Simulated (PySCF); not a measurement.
## Frontier levels across methods

Species: C5H13N.
Structure used (PBE0-D3(BJ)/def2-SVP), in Å, numbered top down from 1:
```
atom  x, y, z in Å
C1     1.0615    1.2365    0.4504
C2     0.7823   -0.1750   -0.0748
C3     1.2142   -0.3187   -1.5288
N4    -0.5884   -0.6359    0.1180
C5    -0.9101   -0.9766    1.4766
C6    -1.6146    0.1577   -0.5050
H7     2.1363    1.4673    0.3959
H8     0.5304    1.9979   -0.1429
H9     0.7503    1.3486    1.5005
H10    1.4023   -0.8755    0.5127
H11    0.7002    0.4021   -2.1844
H12    0.9938   -1.3323   -1.8936
H13    2.2943   -0.1337   -1.6293
H14   -0.1518   -1.6627    1.8858
H15   -1.8821   -1.4948    1.5121
H16   -0.9825   -0.1044    2.1666
H17   -1.3754    0.3461   -1.5616
H18   -1.7902    1.1432   -0.0174
H19   -2.5706   -0.3898   -0.4809
```

Basis pcSseg-1 throughout (PySCF), one geometry. One conformer (not necessarily the lowest) at the PBE0-D3(BJ)/def2-SVP geometry, without solvent, vibrations or thermal averaging.

Task: How do the orbital energies, the gap and the dipole change with the method?

Result: 
| method | kind | HOMO (eV) | LUMO (eV) | gap (eV) | μ (D) | SCF cycles |
| --- | --- | --- | --- | --- | --- | --- |
| BLYP | GGA | -4.37 | 0.53 | 4.90 | 0.40 | 14 |
| OPBE | GGA | -4.45 | 0.84 | 5.29 | 0.47 | 14 |
| PBE | GGA | -4.47 | 0.51 | 4.98 | 0.42 | 14 |
| B97-D | GGA | -4.49 | 0.67 | 5.16 | 0.43 | 14 |
| LDA | LDA | -4.56 | 0.29 | 4.85 | 0.43 | 13 |
| BP86 | GGA | -4.57 | 0.57 | 5.14 | 0.42 | 13 |
| KT2 | GGA | -4.63 | 0.39 | 5.02 | 0.40 | 14 |
| KT3 | GGA | -4.65 | 0.41 | 5.07 | 0.42 | 14 |
| B97-2 | global hybrid | -5.59 | 1.38 | 6.97 | 0.49 | 12 |
| B3LYP | global hybrid | -5.62 | 1.03 | 6.65 | 0.47 | 12 |
| PBE0 | global hybrid | -5.83 | 1.35 | 7.18 | 0.50 | 12 |
| mPW1PW91 | global hybrid | -5.87 | 1.39 | 7.25 | 0.51 | 12 |
| BHandHLYP | global hybrid | -7.15 | 2.05 | 9.19 | 0.54 | 12 |
| CAM-B3LYP | range-separated hybrid | -7.21 | 2.20 | 9.40 | 0.52 | 12 |
| wB97X-D | range-separated hybrid | -7.70 | 3.15 | 10.84 | 0.52 | 13 |
| LC-wPBE | range-separated hybrid | -8.52 | 3.55 | 12.07 | 0.58 | 12 |
| HF | Hartree–Fock | -9.23 | 4.24 | 13.47 | 0.60 | 10 |

The HOMO spans 4.86 eV, from BLYP down to HF, and the gap runs from 4.85 eV (LDA) to 13.47 eV (HF). Over the methods BLYP (0 %), OPBE (0 %), PBE (0 %), B97-D (0 %), LDA (0 %), BP86 (0 %), KT2 (0 %), KT3 (0 %), B97-2 (21 %), B3LYP (20 %), PBE0 (25 %), mPW1PW91 (25 %), BHandHLYP (50 %), HF (100 %), a straight line through the gap against the share of exact exchange rises by 0.84 eV for each 10 % (correlation coefficient 0.999). The dipole ranges from 0.40 D (KT2) to 0.60 D (HF). This basis has no diffuse functions.

The vertical ΔSCF ionisation energy at PBE0/def2-SVPD is 7.83 eV; −ε(HOMO) comes closest to it with wB97X-D (7.70 eV).
